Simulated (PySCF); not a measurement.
# HPO at several levels of theory

All levels use the PBE0 minimum (singlet; P–H 1.468 Å, P–O 1.478 Å; H–P–O 104.3°), basis [P def2-TZVP, O def2-TZVP, H def2-TZVP], no relativity, density fitting, no spin–orbit coupling, PySCF. For vertical energies the ionised species is a doublet (spins chosen at PBE0 and kept) and the electron-attached one a doublet. Atomisation goes to high-spin ground-configuration atoms, without zero-point energy. Open shells are unrestricted, also as the reference of the correlated levels. A dash marks a value that was not computed or is not defined at that level.

```
  level  atomisation (kJ/mol)  vertical IP (eV)  vertical EA (eV)  −ε(HOMO) (eV)  gap (eV)  dipole (D)
CCSD(T)                     ?                 ?                 ?              –         –           –
     HF                   460              9.34              0.42          10.81     11.22        2.86
    MP2                     ?                 ?                 ?              –         –           –
   PBE0                   857             10.23              0.81           7.54      4.31        2.32
    PBE                   917             10.08              0.66           6.17      1.97        2.11
  B3LYP                   886             10.29              0.76           7.34      3.89        2.36
 r2SCAN                   873             10.13              0.85           6.46      2.33        2.18
  wB97X                   880             10.34              0.76           9.93      8.99        2.44
```

Fill in the row of CCSD(T).

atomisation (kJ/mol) 831, vertical IP (eV) 10.27, vertical EA (eV) 0.43.

Fill in the row of MP2.

atomisation (kJ/mol) 859, vertical IP (eV) 10.94, vertical EA (eV) 0.38.

For HPO itself CCSD(T) correlates 12 electrons; T1 = 0.020, D1 = 0.053, (T) = -48 kJ/mol.

Without diffuse functions attachment energies tend to come out too low.
